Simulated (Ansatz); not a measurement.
in.yaml

```yaml
crystal:
  periodic: [false, false, false]
  atoms:
    - {symbol: Si, position_ang: [0.000000, 0.000000, 0.000000]}
    - {symbol: Cl, position_ang: [0.000000, 0.000000, 2.803000]}
basis:
  gaussian: {orbitals: cc-pVTZ}
magnetization: {spin_polarized: true, initial_magnetization: 1}
correlation: {method: ccsd_t, electrons: outside_noble_gas}
output: {forces: true}
```

```sh
$ ansatz run in.yaml --threads 1 --pin off --events-out ev --progress --plain --max-ram 4096MiB --backend cpu
```

Output:

```
407 factors; integrals over basis functions are off by at most 8.2e-4 eV
mean field evaluation 1: about -20362.9238 eV, gradient 1.4e1 eV
mean field evaluation 2: about -20362.9565 eV, gradient 1.4e1 eV
mean field evaluation 4: about -20364.7313 eV, gradient 1.5e0 eV
mean field evaluation 8: about -20364.7899 eV, gradient 1.9e-1 eV
mean field evaluation 16: about -20364.7917 eV, gradient 1.2e-6 eV
mean field evaluation 32: about -20364.7394 eV, gradient 1.4e0 eV
mean field evaluation 64: about -20364.7875 eV, gradient 3.7e-1 eV
mean field evaluation 96: about -20364.7242 eV, gradient 8.4e-1 eV
mean field evaluation 128: about -20362.0674 eV, gradient 9.1e0 eV
mean field evaluation 160: about -20358.2146 eV, gradient 1.9e1 eV
...
mean field -20364.79173924 eV, -748.3922926653 hartree, gradient 6.4e-6 eV, S^2 0.770346; 16 other end points of the search recorded, 0 dependent functions left out
determinant -20364.79173924 eV, -748.3922926653 hartree, with singles and doubles -20372.64329037 eV, -748.6808318476 hartree
determinant -20363.02945447 eV, -748.3275298946 hartree, with singles and doubles -20370.17191198 eV, -748.5900103669 hartree
determinant -20363.02788982 eV, -748.3274723947 hartree, with singles and doubles -20370.04975977 eV, -748.5855213561 hartree
determinant -20362.82676345 eV, -748.3200811370 hartree, with singles and doubles -20369.95210185 eV, -748.5819324935 hartree
determinant -20362.67887968 eV, -748.3146465087 hartree, with singles and doubles -20370.74072567 eV, -748.6109138845 hartree
determinant -20362.51810474 eV, -748.3087381385 hartree, with singles and doubles -20370.57790382 eV, -748.6049302917 hartree
10 core orbitals not correlated: weight in the atoms' cores, before any rotation towards them, 1.000 or more for the frozen orbitals, at most 0.000 for the correlated occupied ones
reference -20364.79173924 eV, -748.3922926653 hartree; 6, 5 occupied and 52, 53 virtual orbitals, 407 factors
second order -6.99322196 eV of doubles, -0.00000000 eV of singles
...
cycle   4  -7.85234999 eV  change   -3.3e-4 eV  update   2.1e-4
cycle   5  -7.85249781 eV  change   -1.5e-4 eV  update   1.4e-4
cycle   6  -7.85253711 eV  change   -3.9e-5 eV  update   6.0e-5
cycle   7  -7.85251232 eV  change    2.5e-5 eV  update   3.1e-5
cycle   8  -7.85248412 eV  change    2.8e-5 eV  update   1.2e-5
cycle   9  -7.85246911 eV  change    1.5e-5 eV  update   4.9e-6
cycle  10  -7.85247070 eV  change   -1.6e-6 eV  update   2.6e-6
cycle  11  -7.85247333 eV  change   -2.6e-6 eV  update   1.4e-6
cycle  12  -7.85247348 eV  change   -1.6e-7 eV  update   6.7e-7
cycle  13  -7.85247326 eV  change    2.3e-7 eV  update   2.6e-7
perturbative correction -0.38122314 eV, -0.0140096920 hartree
the calculation of the forces begins
Total energy: -20373.02543563 eV, -748.6948754269 hartree
Atom 0 at     0.000000     0.000000     0.000000 Å, force    -0.000000    -0.000000     2.890432 eV/Å
Atom 1 at     0.000000     0.000000     2.803000 Å, force     0.000000    -0.000000    -2.890432 eV/Å
Dipole moment:    -0.000000    -0.000000    -1.017575 e Å
```

Forces (eV/Å):
```
Si   0.000  0.000  2.890
Cl   0.000  0.000 -2.890
```

For the same geometry and basis UCCSDT(Q) lies 79.5 meV lower.

Ran on 1 thread of AMD EPYC 7R13, shared host: 23 s wall, 0.28 GiB peak host memory.
